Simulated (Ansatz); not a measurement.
## HBN, quartet: the ladder up to full CI

Geometry: a point of a breathe scan, not a stationary point.

```tsv
atom	x (Å)	y (Å)	z (Å)
B	0.0000	-0.3280	1.3689
N	0.0000	0.1548	-1.2486
H	0.0000	1.3669	2.6679
```

Basis 6-31G; Ansatz 0.2.0. Correlated methods freeze the noble-gas cores, which leaves 9 electrons in 18 orbitals. Prefix R: restricted or restricted open-shell reference; prefix U: unrestricted. Active spaces: pair = (5e, 5o) about the gap; valence = (9e, 9o) chosen from the atoms' valence shells.

Full CI is exact within this basis and frozen core; it isn't the basis-set limit. The frozen core follows each run's orbitals, which can shift R against U totals by a few meV.

Unrestricted rows (U) aren't spin-pure: their determinants' ⟨S²⟩ exceeds S(S+1) by up to 0.64, so they mix in states of higher spin. For open shells CISD is restricted-active-space CI with the open shells as a complete middle space.

- UHF ⟨S²⟩: 4.390
- T1 diagnostic (RCCSD): 0.0391
- largest doubles amplitude (RCCSD): 0.257
- T1 diagnostic (UCCSD): 0.0953

| level | E − E(full CI) (meV) | share of correlation (%) | wall time |
| --- | --- | --- | --- |
| RHF | 3601 | 0.00 | – |
| UHF | 3030 | 15.85 | – |
| RMP2 | 1376 | 61.78 | – |
| UMP2 | 1465 | 59.33 | – |
| CISD | 370 | 89.72 | 0.63 s |
| RCCSD | 79 | 97.81 | – |
| UCCSD | 82 | 97.73 | – |
| RCCSD(T) | 25 | 99.31 | 0.9 s |
| UCCSD(T) | 30 | 99.18 | 2 s |
| BCCD(T) | 28 | 99.23 | 1.1 s |
| RCCSDT | 2 | 99.93 | – |
| UCCSDT | 0 | 100.00 | – |
| RCCSDT(Q) | 1 | 99.98 | 2.8 s |
| UCCSDT(Q) | -3 | 100.08 | 4.6 s |
| RCCSDTQ | 0 | 100.01 | 47 s |
| CASSCF (pair space) | 2388 | 33.70 | – |
| NEVPT2 (pair space) | 922 | 74.40 | 0.24 s |
| CASSCF (valence space) | 1344 | 62.68 | – |
| NEVPT2 (valence space) | 438 | 87.85 | 1.1 s |
| NEVPT4(SD) (valence space) | 62 | 98.28 | 2.2 s |
| MRCISD (valence space) | 43 | 98.82 | – |
| MRCISD+Q (valence space) | 12 | 99.66 | 2.7 s |

The correlation energy at full CI, counted from RHF, is -3.601 eV. That run took 2.5 min on 1 thread of INTEL XEON PLATINUM 8581C, shared host over 7,588,672 determinants.

Times hold each run's SCF and search for its determinant on a shared host, so for small cases they say little of a method's own cost; they ran on 1 thread of INTEL XEON PLATINUM 8581C.

The full-CI state has the irrep A'' of Cs, in the program's axes.

Natural occupations of full CI about the gap: 1.983 1.888 1.798 0.997 0.995 0.994 0.175 0.074 0.056 0.011; effectively unpaired electrons, Σ n²(2−n)², 3.31.
